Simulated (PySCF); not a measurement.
# `c1c[p-]cp1`, [C₃H₃P₂]-, charge -1

Geometry (Å), atoms numbered from 1 in this order:
```xyz
8

C    -0.8156    0.7224    0.3173
C    -0.9934   -0.5190   -0.2827
P     0.4577   -1.4500   -0.6407
C     1.5391   -0.2382   -0.0043
P     0.8405    1.2205    0.6494
H    -1.6674    1.3663    0.5747
H    -1.9929   -0.9057   -0.5228
H     2.6254   -0.3894   -0.0130
```

Total charge -1.

Theory: GIAO PBE/aug-pcSseg-1 magnetisability, rotational g tensor and spin-rotation constants, non-relativistic, gas phase (PySCF). Geometry: PBE0-D3(BJ)/def2-SVP.

For an ion the centre-of-mass motion in the field is neglected.

Problem. How diamagnetic is it, and how anisotropic?

Solution. Isotropic -1188 × 10⁻³⁰ J/T², or -71.5 × 10⁻⁶ cm³/mol; principal values -2016, -868, -679 × 10⁻³⁰ J/T², anisotropy 1254 × 10⁻³⁰ J/T² (root of half the summed squared differences of the principal values). The susceptibility is in cgs units.

Problem. Split it along the inertial axes a, b, c into diamagnetic and paramagnetic parts about the centre of mass, with the quadrupole moment.

Solution. 
| axis | χ (10⁻⁶ cm³/mol) | diamagnetic (10⁻⁶ cm³/mol) | paramagnetic (10⁻⁶ cm³/mol) | summed x² of all electrons (Å²) | quadrupole Θ (D Å) |
| --- | --- | --- | --- | --- | --- |
| a | -52.3 | -286.1 | 233.8 | 89.7 | -13.09 |
| b | -40.9 | -428.8 | 387.9 | 56.1 | +9.60 |
| c | -121.4 | -618.7 | 497.3 | 11.3 | +3.49 |

Anisotropies 2χaa − χbb − χcc = +57.8 and 2χbb − χaa − χcc = +91.9 × 10⁻⁶ cm³/mol. Θ is traceless in Buckingham's convention.

Problem. And the rotational g tensor?

Solution. 
| axis | rotational constant (GHz) | g | nuclear part | electronic part |
| --- | --- | --- | --- | --- |
| a | 6.6035 | -0.1250 | 0.6004 | -0.7254 |
| b | 3.2955 | -0.1007 | 0.4999 | -0.6006 |
| c | 2.1984 | +0.0197 | 0.5333 | -0.5136 |

Asymmetric top; isotopes 12C, 1H, 31P; no vibrational averaging.
